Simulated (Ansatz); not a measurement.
# Basis-set limit of SiH$_{2}$, singlet

```xyz
3

Si    0.4846    0.3578    0.1728
H     1.0421    0.8268    1.5233
H     1.5835    1.1174   -0.5824
```

Ansatz 0.2.0, RHF determinant, valence electrons correlated. Energies in eV.

```json
{"set": "def2-TZVPP", "X": "3", "functions": "70", "Hartree–Fock": "-7892.0079", "MP2 correlation": "-2.9837", "CCSD(T) correlation": "-3.8363", "time": "4 s on 1 × NVIDIA H100 80GB HBM3 with 1 thread of AMD EPYC 7R13 Processor (Zen 3) (shared host)"}
{"set": "def2-QZVPP", "X": "4", "functions": "130", "Hartree–Fock": "-7892.2432", "MP2 correlation": "-3.1905", "CCSD(T) correlation": "-3.9937", "time": "5 s on 1 × NVIDIA H100 80GB HBM3 with 1 thread of AMD EPYC 7R13 Processor (Zen 3), with other jobs on the host"}
```

Hartree–Fock is taken to follow E(X) = E∞ + A·exp(−7.88·√X), correlation E(X) = E∞ + B·X^−2.97.

Cautions: higher spins were not checked; restricted determinant unstable towards unrestricted.

Task: Work out the CCSD(T) energy at the limit, and how far the shortcut misses it that extrapolates MP2 and adds CCSD(T) minus MP2 from the smaller set.

Result: Hartree–Fock: E∞ = E4 + 0.1377·(E4 − E3) = -7892.2756. Correlation: E∞ = E4 + 0.7407·(E4 − E3) = -4.1103 for CCSD(T) and -3.3436 for MP2. The limit is -7896.3858 eV, 0.149 eV below def2-QZVPP. The shortcut gives a correlation energy of -3.3436 + (-0.8526) = -4.1962, 86 meV lower than the direct value.

Past Ne part of the Hartree–Fock step between the two sets comes from the cores, which don't follow the formula, so the 32 meV that it adds to the total can overshoot; that part largely cancels in differences.
